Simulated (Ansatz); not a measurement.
## Ansatz (development build ahead of 0.2.0) run

```yaml
crystal:
  periodic: [false, false, false]
  atoms:
    - { symbol: Si, position_ang: [0.0, 0.0, 0.0] }
    - { symbol: H, position_ang: [1.22197, 0.0, 1.02536] }
    - { symbol: H, position_ang: [-1.22197, 0.0, 1.02536] }
basis:
  gaussian: { orbitals: "6-31G" }
total_charge: 1
magnetization:
  initial_magnetization: 1
hamiltonian:
  xc: hf
correlation:
  method: fci
  frozen_orbitals: { H: 0, Si: 5 }
```

The input is written out in the form of the current development build from the run's settings.

The run gave:

- Converged: yes
- Total energy: -289.71983 hartree
- State: lowest doublet root, of any spatial symmetry
